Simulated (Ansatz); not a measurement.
in.yaml

```yaml
crystal:
  periodic: [false, false, false]
  atoms:
    - {symbol: Si, position_ang: [-1.043757, 0.000000, 0.000000]}
    - {symbol: H, position_ang: [-1.538629, 1.399708, 0.000000]}
    - {symbol: H, position_ang: [-1.538629, -0.699854, 1.212183]}
    - {symbol: H, position_ang: [-1.538629, -0.699854, -1.212183]}
    - {symbol: H, position_ang: [0.440858, 0.000000, 0.000000]}
    - {symbol: O, position_ang: [2.095243, 0.000000, 0.000000]}
basis:
  gaussian: {orbitals: 6-31G}
magnetization: {spin_polarized: true, initial_magnetization: 2}
hamiltonian: {xc: {name: B3LYP}, pseudopotentials: {relativity: scalar}}
correlation: {method: ccsdt, electrons: valence}
output: {forces: true}
```

```sh
$ ansatz run in.yaml --threads 1 --pin off --events-out ev --progress --plain --max-ram 2393MiB
```

Question: Roughly how long does this take on 1 thread of Arm Neoverse V2, shared host, and how much host memory?

Answer: 52 s wall and 0.47 GiB.

```
606 factors; integrals over basis functions are off by at most 1.4e-7 eV
mean field evaluation 1: about -9999.4215 eV, gradient 1.1e1 eV
mean field evaluation 2: about -9999.5047 eV, gradient 1.1e1 eV
mean field evaluation 4: about -10000.2172 eV, gradient 8.4e-1 eV
mean field evaluation 8: about -10000.2258 eV, gradient 1.5e-2 eV
mean field evaluation 16: about -10000.2258 eV, gradient 8.4e-6 eV
mean field evaluation 32: about -10000.2258 eV, gradient 1.7e-3 eV
mean field evaluation 64: about -10000.2258 eV, gradient 1.9e-5 eV
mean field -10000.22583133 eV, -367.5015209048 hartree, gradient 1.1e-10 eV, S^2 2.004148; 5 other end points of the search recorded, 0 dependent functions left out
6 core orbitals not correlated: weight in the atoms' cores, before any rotation towards them, 1.000 or more for the frozen orbitals, at most 0.000 for the correlated occupied ones
reference -9973.32567908 eV, -366.5129585433 hartree; 8, 6 occupied and 16, 18 virtual orbitals, 606 factors
second order -3.44709982 eV of doubles, -0.27183113 eV of singles
cycle   1  -4.18188636 eV  change   -4.6e-1 eV  update   5.9e-2
cycle   2  -4.42947620 eV  change   -2.5e-1 eV  update   2.5e-2
cycle   3  -4.49875951 eV  change   -6.9e-2 eV  update   1.0e-2
...
cycle  26  -4.50401329 eV  change   -1.8e-9 eV  update   1.4e-8
cycle   1  -4.50401326 eV  update   2.6e-8
cycle   2  -4.50401326 eV  change    2.8e-9 eV  update   1.2e-8
cycle   3  -4.50401325 eV  change    1.6e-9 eV  update   9.9e-9
cycle   4  -4.50401325 eV  change  -6.7e-10 eV  update   9.2e-9
cycle   5  -4.50401326 eV  change  -6.7e-10 eV  update   9.0e-9
cycle   6  -4.50401325 eV  change   4.0e-10 eV  update   9.9e-9
cycle   7  -4.50401325 eV  change   3.2e-10 eV  update   7.4e-9
cycle   8  -4.50401325 eV  change  -2.1e-11 eV  update   3.4e-9
cycle   9  -4.50401325 eV  change  -1.1e-10 eV  update   1.3e-9
the calculation of the forces begins
WARN: the results are in doubt because the forces break the atoms' symmetry
Total energy: -9977.82969234 eV, -366.6784779775 hartree
Relativity: scalar
Atom 0 at    -1.043757     0.000000     0.000000 Å, force    -0.413016    -0.020736    -0.004445 eV/Å
Atom 1 at    -1.538629     1.399708     0.000000 Å, force    -0.164125     0.518353     0.001621 eV/Å
Atom 2 at    -1.538629    -0.699854     1.212183 Å, force    -0.167037    -0.250537     0.448656 eV/Å
Atom 3 at    -1.538629    -0.699854    -1.212183 Å, force    -0.167860    -0.251300    -0.446737 eV/Å
Atom 4 at     0.440858     0.000000     0.000000 Å, force    -0.077530     0.000254     0.000055 eV/Å
Atom 5 at     2.095243     0.000000     0.000000 Å, force     0.989569     0.003966     0.000850 eV/Å
Dipole moment:    -0.088213     0.000211     0.000045 e Å
In doubt: the forces break the atoms' symmetry
```
